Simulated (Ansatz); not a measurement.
# Which is lower?

Two relaxed structures of Al2NH3, closed shell (PBE0-D4/def2-TZVP; forces vanish, vibrations not checked).

A:

N1  (-0.293, -0.123, -0.138)
Al2  (0.893, 0.518, -1.312)
Al3  (-0.081, -0.234, 1.657)
H4  (-1.166, -0.451, -0.543)
H5  (0.571, 0.554, -2.863)
H6  (2.262, 1.036, -0.703)
(Å)

B:

N1  (-0.655, -0.291, -0.193)
Al2  (0.779, 0.467, -0.980)
Al3  (0.308, 0.017, 1.300)
H4  (-1.547, -0.688, -0.456)
H5  (1.108, 0.775, -2.504)
H6  (0.007, -0.280, 2.832)
(Å)

Computed with Ansatz 0.2.0 (basis: def2-TZVPP); correlated methods freeze the cores. B3LYP uses VWN-RPA correlation.

Question: Which structure is lower at CCSD(T), and by how much? (To be estimated.)

Answer: Computed: A, by 19.25 kcal/mol (electronic energy, against the other). By their contacts, A is Al₂NH₃ ([Al][NH][AlH2]) and B is Al₂NH₃ ([NH]1[AlH][AlH]1).

All methods give the same order:

```json
{"method": "PBE-D4", "E(B) − E(A) (kcal/mol)": "14.49"}
{"method": "r2SCAN-D4", "E(B) − E(A) (kcal/mol)": "13.34"}
{"method": "PBE0-D4", "E(B) − E(A) (kcal/mol)": "15.73"}
{"method": "B3LYP-D4", "E(B) − E(A) (kcal/mol)": "20.76"}
{"method": "wB97M-V", "E(B) − E(A) (kcal/mol)": "21.08"}
{"method": "HF", "E(B) − E(A) (kcal/mol)": "25.16"}
{"method": "MP2", "E(B) − E(A) (kcal/mol)": "18.14"}
{"method": "CCSD", "E(B) − E(A) (kcal/mol)": "20.78"}
{"method": "CCSD(T)", "E(B) − E(A) (kcal/mol)": "19.25"}
```

The T1 diagnostic stays at or below 0.016.

Labels in which every atom is bracketed show which atoms are joined, not bond orders.

For scale, one of the runs: CCSD(T)/def2-TZVPP, 157 basis functions, launched by `ansatz run in.yaml --threads 2 --pin off --events-out ev --progress --plain --max-ram 4352MiB`. Hardware: 2 CPU threads of an Intel Xeon Platinum 8259CL, shared host. Wall time 14 s; peak host memory 1 GiB.
